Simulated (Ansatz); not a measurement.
I need a ranking of conformers of C₃H₇NO, SMILES NCC=CO. Use the Python package of Ansatz (0.2.0). Settings (for the species named): B3LYP, def2-SVP basis, multiplicity 1.

The script, `conformers_c3h7no.py`:
```python
# -*- coding: utf-8 -*-
'''Rank force-field conformers of C3H7NO by single points.'''

import ansatz as az
from rdkit import Chem
from rdkit.Chem import AllChem

BASIS = 'def2-SVP'
FUNCTIONAL = 'b3lyp'


def main():
    rd = Chem.AddHs(Chem.MolFromSmiles('NCC=CO'))
    ids = list(AllChem.EmbedMultipleConfs(rd, numConfs=20, randomSeed=689, pruneRmsThresh=0.4))
    field = [energy for _, energy in AllChem.MMFFOptimizeMoleculeConfs(rd)]
    distinct = {round(e, 2): i for i, e in zip(ids, field)}
    chosen = sorted(distinct.items())[:3]
    found = []
    for force_field, index in chosen:
        c3h7no = az.Crystal.molecule()
        for atom, xyz in zip(rd.GetAtoms(), rd.GetConformer(index).GetPositions()):
            c3h7no = c3h7no.atom(atom.GetSymbol(), xyz.round(5).tolist())
        setup = (
            c3h7no.calculation()
            .basis(gaussian=BASIS)
            .functional(FUNCTIONAL)
        )
        found.append(setup.run(threads=1).report['free_energy_ev'])
    print('conformer   MMFF (kcal/mol)   this level (kcal/mol)')
    for (force_field, index), e in zip(chosen, found):
        print(f'{index:9d} {force_field - chosen[0][0]:17.2f} {23.060548 * (e - min(found)):17.3f}')


if __name__ == '__main__':
    main()
```

`python conformers_c3h7no.py` gives:
```text
conformer   MMFF (kcal/mol)   this level (kcal/mol)
        1              0.00             1.481
        3              0.21             0.000
        2              0.89             1.421
```

Notes:
- The conformers keep their force-field geometries.
- b3lyp holds the VWN-RPA fit, as in Gaussian; the form of ORCA and Turbomole is b3lyp5.
- Hardware and time: 9.3 s on 1 thread of Arm Neoverse V1, with other jobs on the host, peak memory 0.3 GiB.
